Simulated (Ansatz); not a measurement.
# What a trial cell of Ag₂Sb₃ relaxes into

Computed with DFT PBE, scalar-relativistic, plane waves, PAW (Ansatz 0.2.0). Cutoff 420 eV, Γ-centred k mesh, Gaussian smearing, no spin polarisation in the final step.

The start puts Ag₂Sb₃ on the A-type sesquioxide structure type (P-3m1, No. 164), with Ag in place of La, Sb in place of O, at a guessed volume.

```
CELL_PARAMETERS angstrom
4.46542 0.00000 0.00000
-2.23271 3.86716 0.00000
0.00000 0.00000 6.94746
ATOMIC_POSITIONS crystal
Ag 0.33333 0.66667 0.24500
Ag 0.66667 0.33333 0.75500
Sb 0.00000 0.00000 0.00000
Sb 0.33333 0.66667 0.64500
Sb 0.66667 0.33333 0.35500
```

Cell and atoms relax at zero pressure; the relaxation can't lower the symmetry of the start. After a coarse first stage the cell is made exact in the group found at 0.06 Å.

Energies over the elements count from the elements' standard structures at the same level, with no empirical corrections.

Describe the relaxed structure.

It keeps P-3m1 (No. 164). The result has the A-type sesquioxide structure. Conventional cell: a = 4.553 Å, c = 7.165 Å. Ag has 6 Sb at 2.92–2.97 Å and 1 Sb at 3.14 Å; Sb on Wyckoff site a (1 atom of the primitive cell) is coordinated by 6 Ag at 2.97 Å; Sb on Wyckoff site d (2 atoms of the primitive cell) has 3 Ag at 2.92 Å, 1 Ag at 3.14 Å and 3 Sb at 3.22 Å.

```cif
data_structure
_symmetry_space_group_name_H-M 'P-3m1'
_symmetry_Int_Tables_number 164
_cell_length_a 4.5534
_cell_length_b 4.5534
_cell_length_c 7.1645
_cell_angle_alpha 90.000
_cell_angle_beta 90.000
_cell_angle_gamma 120.000
_cell_volume 128.65
loop_
_atom_site_label
_atom_site_type_symbol
_atom_site_symmetry_multiplicity
_atom_site_Wyckoff_symbol
_atom_site_fract_x
_atom_site_fract_y
_atom_site_fract_z
_atom_site_occupancy
Ag1 Ag 2 d 0.33333 0.66667 0.19171 1
Sb1 Sb 1 a 0.00000 0.00000 0.00000 1
Sb2 Sb 2 d 0.33333 0.66667 0.63030 1
```

What are its volume, energy, density and gap?

The volume per atom is 25.73 Å³. The density is 7.50 g/cm³ and the energy over the elements is 0.14 eV/atom. The gap on the 12×12×6 mesh is 0 eV (a metal).

The final run used a 12×12×6 mesh on its 5-atom cell and 0.10 eV smearing. The k mesh leaves about 4 meV/atom of noise in metals. Spin–orbit coupling is left out. Symmetry constrained the relaxation, so the result can be a saddle point.

Cost: 3 runs of about 7.4 core-minutes in all, on Arm Neoverse V1 (shared hosts).